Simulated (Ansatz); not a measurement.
Input file:

```yaml
crystal:
  periodic: [false, false, false]
  atoms:
    - {symbol: H, position_ang: [0.000000, 0.000000, -1.184333]}
    - {symbol: H, position_ang: [0.000000, 0.000000, -0.354333]}
    - {symbol: S, position_ang: [0.000000, 0.000000, 1.538667]}
basis:
  gaussian: {orbitals: 6-31G}
magnetization: {spin_polarized: false, initial_magnetization: 3}
hamiltonian: {pseudopotentials: {relativity: none}}
correlation: {method: bccd_t, electrons: outside_noble_gas}
scf: {lower_state_search: off}
output: {forces: true}
```

```sh
$ ansatz run in.yaml --threads 1 --pin off --events-out ev --progress --plain --max-ram 2393MiB
```

Problem. One thing in this input was set wrong on purpose, beside settings that are merely unusual. What is the gravest fault, and what does the program do?

Solution. Multiplicity of wrong parity. How the run ends: refused.
```
Error: a molecule whose nuclei and cores have a total charge of 18 cannot have a net charge of 0 together with 3 unpaired electrons
```
